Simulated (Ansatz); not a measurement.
A run of Ansatz (development build ahead of 0.2.0) on singlet CH4O at this shape:

```xyz
6

C    -0.0174    0.0168   -0.6425
O    -0.0400   -0.0384    0.7607
H    -0.0123   -1.0215   -1.0222
H    -0.8763    0.4428   -1.0348
H     0.9009    0.4674   -1.1247
H    -0.0135    0.8745    1.1048
```

Its results:

* Converged: yes
* Reference energy: -115.05562 hartree
* Correlation energy: -0.36056 hartree
* Total energy: -115.41618 hartree
* Spin squared of the determinant: 0.000

Which input gives this output? Name the method, the orbitals and the basis set, and write the input.

RHF-MP2 in aug-cc-pVDZ. An unrestricted run that stays on the closed shell gives the same numbers.

```yaml
crystal:
  periodic: [false, false, false]
  atoms:
    - { symbol: C, position_ang: [-0.01742, 0.01678, -0.64254] }
    - { symbol: O, position_ang: [-0.03997, -0.03844, 0.76071] }
    - { symbol: H, position_ang: [-0.01227, -1.0215, -1.02219] }
    - { symbol: H, position_ang: [-0.87633, 0.4428, -1.03479] }
    - { symbol: H, position_ang: [0.90094, 0.46738, -1.12474] }
    - { symbol: H, position_ang: [-0.01352, 0.87448, 1.10483] }
basis:
  gaussian: { orbitals: aug-cc-pVDZ }
hamiltonian:
  xc: hf
correlation:
  method: mp2
  frozen_orbitals: { C: 1, H: 0, O: 1 }
```
